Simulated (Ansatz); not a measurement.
# How methods differ on SiH2O2 (SMILES O[Si]O)

The species is SiH2O2 (5 atoms), meant as a singlet with charge 0. As SMILES, `O[Si]O`. The shape is that of a PBE0-D4/def2-TZVP optimisation. This is one conformer, not always the lowest.

```xyz
5

O    -1.4432   -0.1056   -0.2750
Si   -0.2120   -0.7913    0.5677
O     1.0360    0.1875    0.0686
H    -1.2319    0.6489   -0.8361
H     1.9011   -0.0131    0.4334
```

Quantity: the energy change with the Si2–O3 bond stretched from 1.663 to 2.078 Å, in eV. The values are calculated.

```csv
level,kind,program,value (eV),less FCI/STO-3G,CPU time (all runs)
revPBE/STO-3G (restricted),GGA,Ansatz,1.08,-0.36,2.2 s
BHLYP/STO-3G (restricted),global hybrid,Ansatz,1.70,+0.26,2.1 s
CAM-B3LYP/STO-3G (restricted),range-separated hybrid,Ansatz,1.58,+0.14,2.4 s
wB97M-V/STO-3G (restricted),range-separated hybrid,Ansatz,1.59,+0.15,36 s
MP2/STO-3G (restricted),perturbation theory,Ansatz,1.68,+0.24,0.33 s
BCCD(T)/STO-3G (restricted),coupled cluster or CI,Ansatz,1.48,+0.04,0.44 s
CCSDT/STO-3G (restricted),coupled cluster or CI,Ansatz,1.45,+0.01,0.73 s
FCI/STO-3G,exact in the basis,Ansatz,1.44,0.00,44 s
```

FCI/STO-3G is exact within its basis and frozen core, so for wave-function methods in that basis the difference is their error; functionals converge differently with the basis, so for them it is only a difference. The first shape isn't each level's own minimum. The values span 1.08 to 1.70 eV. All rows use very small basis sets, so none should be taken for the real molecule's value. In so small a basis fixed costs decide the times, and correlated methods can beat functionals. Times are those of the runs behind each value, whatever else they computed, on shared processors of several kinds: orders of magnitude only.
